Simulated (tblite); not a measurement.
Species: C4H7OS (doublet state).
Cartesian coordinates in Å at the GFN2-xTB level; atoms count from 1:
```xyz
13
C4H7OS angstrom
C     -1.9000   -0.6045    0.3133
C     -1.4228    0.6732    0.3249
C     -0.2543    1.0851   -0.2887
S      0.7671   -0.0198   -1.2383
C      1.6814   -0.7183    0.2294
O      1.7318    0.8304   -1.9340
H     -2.8031   -0.8665    0.8329
H     -1.4079   -1.3808   -0.2459
H     -1.9853    1.4246    0.8676
H      0.0318    2.1220   -0.3473
H      2.1971    0.0906    0.7339
H      2.3975   -1.4399   -0.1494
H      0.9622   -1.1955    0.8839
```

Computed values, GFN2-xTB/tblite, gas phase, harmonic and unscaled. This tight-binding method is rough: wavenumbers can miss measured ones by several per cent, in bad cases by 10 to 20. One conformer, not necessarily the lowest. Open shells enter through the occupations alone, without spin polarisation, and single modes of such species can be off by tens of per cent.

Harmonic wavenumbers (cm⁻¹): 76.1, 142.0, 151.9, 193.1, 293.2, 309.4, 344.5, 502.5, 532.7, 611.2, 657.2, 735.5, 798.9, 870.5, 875.2, 957.0, 1000.9, 1075.8, 1141.4, 1261.7, 1266.9, 1308.3, 1405.3, 1432.1, 1445.4, 1494.2, 3034.3, 3053.8, 3068.1, 3081.2, 3104.2, 3118.6, 3156.3.

A = 5530, B = 2003, C = 1734 MHz; mass 103.022 u (most abundant isotopes); point group C1, symmetry number 1; spin multiplicity 2.

Task: Zero-point energy?

Result: ½Σν̃ = 21250 cm⁻¹ = 60.76 kcal/mol.

Task: Entropy at 350 K, 1 bar (ideal gas, RRHO, classical rotation)?

Result: Translation 40.63, rotation 27.70, vibration 22.64, spin (R ln 2) 1.38: S = 92.3 cal/(mol K).

Task: And Cp and H(350 K) − H(0)?

Result: Cp = 32.98 cal/(mol K), of which vibrations give 25.03 (their classical limit is 33 R = 65.6); H(350 K) − H(0) = 7.16 kcal/mol without the zero-point energy, 4.38 from vibrations.

Task: Which modes carry the vibrational entropy at 350 K?

Result: 76.1 cm⁻¹: 4.30; 142.0 cm⁻¹: 3.08; 151.9 cm⁻¹: 2.95; 193.1 cm⁻¹: 2.50; 293.2 cm⁻¹: 1.73; 309.4 cm⁻¹: 1.64 cal/(mol K); the other 27 give 6.43 together.

Task: How do the functions run with temperature in this model?

Result: 
| T (K) | S (cal/(mol K)) | Cp (cal/(mol K)) | H − H(0) (kcal/mol) | G − H(0) (kcal/mol) | ln q(vib) |
| --- | --- | --- | --- | --- | --- |
| 100 | 64.2 | 15.1 | 1.09 | -5.33 | 0.76 |
| 200 | 77.0 | 22.6 | 2.98 | -12.42 | 2.42 |
| 300 | 87.5 | 29.7 | 5.59 | -20.66 | 4.20 |
| 500 | 105.6 | 41.3 | 12.76 | -40.03 | 7.78 |
| 800 | 127.5 | 51.8 | 26.87 | -75.12 | 12.87 |
| 1000 | 139.6 | 56.4 | 37.71 | -101.85 | 15.98 |

q(vib) and H(0) count from the zero-point level.

Task: What must be added to the electronic energy to get the Gibbs energy at 350 K and 1 bar?

Result: ZPE + [H(350 K) − H(0)] − T·S = 60.76 + 7.16 − 32.32 = 35.60 kcal/mol.

Hindered rotation and anharmonicity are outside this model. Other conformers, if any are populated, would add a mixing term that is left out. The structure is chiral; the term R ln 2 for an equal mix with its mirror image is left out.
